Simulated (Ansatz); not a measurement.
The same path of CF₃ (4 atoms, charge 0, multiplicity 2) was run twice with different band settings. The coordinate that changes most is the height of C2 over the plane of its neighbours.

The calculation used Ansatz, UKS r2SCANh-D4/def2-SVP.

Relaxed end points:

```xyz
4
Properties=species:S:1:pos:R:3
F -1.227 0.025 0.266
C -0.040 -0.060 -0.289
F 0.659 -1.045 0.228
F 0.608 1.080 -0.205
```

```xyz
4
Properties=species:S:1:pos:R:3
F -1.254 -0.015 0.073
C 0.040 0.060 0.289
F 0.632 -1.085 0.035
F 0.582 1.040 -0.398
```

Common settings: movable images 5; climbing image yes; spring 5.0 eV/Å²; optimiser quadratic models (default); force threshold 0.05 eV/Å; iteration limit 60; end points relaxed.

| run | start path |
| --- | --- |
| 1 | IDPP |
| 2 | straight line |

Q: What does each run give, and how far can it be trusted?

A: Run 1: converged after 3 iterations, highest image 1.114 eV above the first end. A vibrational analysis at the climbing image gives one clearly imaginary mode, 1107i cm⁻¹: a first-order saddle point.
Run 2: converged after 4 iterations, highest image 1.114 eV above the first end. Another band between the same ends (5 images) ends at a top of the same energy, where a vibrational analysis finds 1 clearly imaginary mode.
